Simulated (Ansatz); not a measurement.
Two isomers of C6H10: A = `C1=CCCCC1`, B = `CC1C=CCC1`.

Computed with Ansatz on PBE0-D4/def2-TZVP structures; ΔE is electronic, products minus reactants. CBS: MP2 limit from def2 TZ/QZ plus the TZ coupled-cluster correction, frozen cores. Functionals use def2-TZVPP. B3LYP here is the variant with VWN-RPA as its local correlation; programs differ in this.

A:

```xyz
16

C     0.5138   -1.1018   -0.9507
C    -0.7135   -0.6571   -1.2004
C    -1.3943    0.3918   -0.3775
C    -0.6742    0.6361    0.9419
C     0.8289    0.7283    0.7273
C     1.3738   -0.5734    0.1549
H     0.9325   -1.8860   -1.5759
H    -1.2680   -1.0700   -2.0389
H    -2.4331    0.0964   -0.1942
H    -1.4540    1.3249   -0.9544
H    -1.0543    1.5439    1.4186
H    -0.8871   -0.1933    1.6264
H     1.3399    0.9743    1.6622
H     1.0404    1.5450    0.0273
H     1.4541   -1.3308    0.9467
H     2.3952   -0.4284   -0.2132
```

B:

Z-matrix (Å, degrees):
```
C
C 1 1.526
H 1 1.094 2 110.6
H 1 1.093 2 111.0 3 -120.2
H 1 1.093 2 111.3 3 119.6
C 2 1.505 1 111.4 3 -59.9
C 2 1.542 1 113.3 3 54.7
H 2 1.096 1 108.1 3 177.7
C 6 1.328 2 112.3 1 107.0
H 6 1.085 2 122.5 1 -69.2
C 7 1.538 2 106.0 1 -99.0
H 7 1.092 2 112.2 1 24.7
H 7 1.093 2 109.3 1 143.6
H 9 1.084 6 125.0 2 -176.3
H 11 1.094 7 112.3 2 -142.0
H 11 1.097 7 112.4 2 98.4
```

(1) Which isomer does CCSD(T)/CBS put lower? Give the gap. (Estimate.)

(2) Give E(B) − E(A) in kcal/mol with CCSD(T)/def2-TZVPP, PBE-D4, CCSD(T)/def2-SVP, HF/def2-TZVPP, B3LYP, MP2/def2-TZVPP, r2SCAN-D4. (An estimate is asked.)

(3) Does the order hold for the free energy at 298.15 K (harmonic terms from PBE0-D4)? (An estimate is asked.)

Largest T1 diagnostic: 0.010.

## Answers

(1) Ansatz gave: A, by 3.4 kcal/mol.

(2) The calculation gave: CCSD(T)/def2-TZVPP 3.3, PBE-D4 3.7, CCSD(T)/def2-SVP 4.2, HF/def2-TZVPP 4.2, B3LYP 4.0, MP2/def2-TZVPP 2.8, r2SCAN-D4 4.0. None reverses the order clearly.

(3) Ansatz gave: Yes: G(B) − G(A) = +1.7 kcal/mol.

In def2-TZVPP, CCSD(T) changes the Hartree–Fock value by −0.9 kcal/mol (the triples alone add −0.3 kcal/mol) and MP2 by −1.4 kcal/mol. From BLYP to BHLYP (50 % exact exchange), in def2-TZVPP and without D4, E(B) − E(A) moves by +0.8 kcal/mol.
